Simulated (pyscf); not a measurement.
Routes from HCl (SMILES Cl) + H₂N–Si:–Cl (SMILES N[Si]Cl) [singlet]

Candidate steps break at most two bonds and form at most two. Each was searched with GFN2-xTB (tblite) first. Single points on ωB97X-D3(BJ)/def2-SVP structures (PySCF, gas phase). MP2 and CC: frozen core, UHF for open shells. ΔMP2 is the change of the MP2 total energy from the triple- to the quadruple-zeta basis. Energies: CCSD(T)/def2-TZVPP + ΔMP2(QZVPP), kcal/mol, from the separated reactants, singlet surface; ΔG‡ with ideal gas, 1 atm, RRHO with modes under 100 cm⁻¹ raised to 100, one conformer, R ln 2 for chiral ones without a mode under 150 cm⁻¹.

```json
[
 {"products": "Cl–Si:–Cl [singlet] + NH₃", "type": "four-centre exchange", "ΔE‡": "7.3", "ΔE": "-3.1", "ΔG‡ 298 K": "16.8", "ΔG‡ 900 K": "37.5", "ν‡ (cm⁻¹)": "589i"},
 {"products": "H₂N–SiH(Cl)–Cl", "type": "insertion", "ΔE‡": "16.3", "ΔE": "-53.3", "ΔG‡ 298 K": "24.7", "ΔG‡ 900 K": "43.8", "ν‡ (cm⁻¹)": "1170i"}
]
```

Row 1: On the product side the descent ends in an adduct with a N–Si contact, 26.0 kcal/mol under the separated species and 33.8 kcal/mol under the saddle at ωB97X-D3(BJ)/def2-TZVP. 

Plain bond fissions and candidates not yet searched are not listed, and one of them may be faster. Each barrier is that of the saddle found; lower ones may exist. The CCSD(T) − MP2 part came from Ansatz, without density fitting, on the same reference.
